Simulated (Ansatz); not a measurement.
Li₂SrSiO₄ (P3₁21, No. 152; cell taken from a computed entry), treated with PBEsol (Ansatz, a program for electronic structure, plane waves, PAW).

Numerical settings: plane-wave cutoff 520 eV, 12×12×4 k mesh (along the axes of the cell as run), Fermi–Dirac smearing 0.01 eV, scalar-relativistic PAW data made under PBE.

Cell (relaxed with PBEsol):

```yaml
crystal:
  lattice:
    - [5.00458, 0.00000, 0.00000]
    - [-2.50229, 4.33410, 0.00000]
    - [0.00000, 0.00000, 12.40159]
  atoms:
    - { symbol: Li, position: [0.66438, 0.59111, 0.74565] }
    - { symbol: Li, position: [0.40889, 0.07327, 0.07898] }
    - { symbol: Li, position: [0.92673, 0.33562, 0.41231] }
    - { symbol: Li, position: [0.59111, 0.66438, 0.25435] }
    - { symbol: Li, position: [0.07327, 0.40889, 0.92102] }
    - { symbol: Li, position: [0.33562, 0.92673, 0.58769] }
    - { symbol: Sr, position: [0.41979, 0.00000, 0.83333] }
    - { symbol: Sr, position: [0.00000, 0.41979, 0.16667] }
    - { symbol: Sr, position: [0.58021, 0.58021, 0.50000] }
    - { symbol: Si, position: [0.27773, 0.00000, 0.33333] }
    - { symbol: Si, position: [0.00000, 0.27773, 0.66667] }
    - { symbol: Si, position: [0.72227, 0.72227, 0.00000] }
    - { symbol: O, position: [0.54863, 0.51302, 0.10719] }
    - { symbol: O, position: [0.48698, 0.03561, 0.44052] }
    - { symbol: O, position: [0.96439, 0.45137, 0.77385] }
    - { symbol: O, position: [0.51302, 0.54863, 0.89281] }
    - { symbol: O, position: [0.03561, 0.48698, 0.55948] }
    - { symbol: O, position: [0.45137, 0.96439, 0.22615] }
    - { symbol: O, position: [0.07028, 0.76156, 0.99623] }
    - { symbol: O, position: [0.23844, 0.30872, 0.32956] }
    - { symbol: O, position: [0.69128, 0.92972, 0.66290] }
    - { symbol: O, position: [0.76156, 0.07028, 0.00377] }
    - { symbol: O, position: [0.30872, 0.23844, 0.67044] }
    - { symbol: O, position: [0.92972, 0.69128, 0.33710] }
```

Predict the band gap and smallest direct gap on the k points sampled.


band gap: 4.72 eV
smallest direct gap on the k points sampled: 4.95 eV

Spin–orbit coupling is not included.

The computed numbers hold no vibrational or temperature effects.

The result took roughly 7 core-minutes.
